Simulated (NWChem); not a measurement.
# Extrapolating the CCSD(T) correlation energy of ozone (O₃)

SMILES: O=[O+][O-]
```xyz
3

O     -1.0607     0.0000    -0.2102
O      0.0000     0.0000     0.4204
O      1.0607     0.0000    -0.2102
```
Charge 0, spin multiplicity 1.

Everything below was run with NWChem. All single points use one geometry, from PBE0/def2-SVP, a minimum by its harmonic frequencies.

The correlated methods keep 3 core orbitals frozen. The species is likely to have several important configurations. No row is a measurement; the coupled-cluster row has its own basis-set and correlation limits.

Worked example. The CCSD(T) correlation energy is -628.27 mHa in cc-pVDZ and -777.31 mHa in cc-pVTZ. The form E(X) = E∞ + A/X³ turns the pair into an estimate of the basis-set limit.

E∞ = (3³·(-777.31) − 2³·(-628.27))/(3³ − 2³) = -840.1 mHa. The larger basis holds 93 % of that, at about 9 times the processor time of the smaller one. This is a two-point estimate, and a rough one from so small a pair.
